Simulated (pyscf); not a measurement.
Structures and frequencies: ωB97X-D3(BJ)/def2-SVP in PySCF.

Task: What is the homolytic dissociation enthalpy (298 K, ωB97M-D3(BJ)/def2-TZVP) of the C–C bond of H₃C–C(=O)–CH₂–CH₂–CH=O, to H₃C–C•=O + •H₂C–CH₂–CH=O?

Result: C–C to H₃C–C•=O + •H₂C–CH₂–CH=O: 3.71 eV. The 7 functionals that were run give +3.38 (r²SCAN) to +3.75 eV (M06-2X). The radicals are drawn with the spin at the cut bond; how far it spreads was not checked. •H₂C–CH₂–CH=O lies 0.65 eV over its isomer H₃C–CH₂–C•=O, and others may lie lower still (electronic energy, ωB97M-D3(BJ)). Other isomers of H₃C–C•=O were not searched in full and may lie lower.
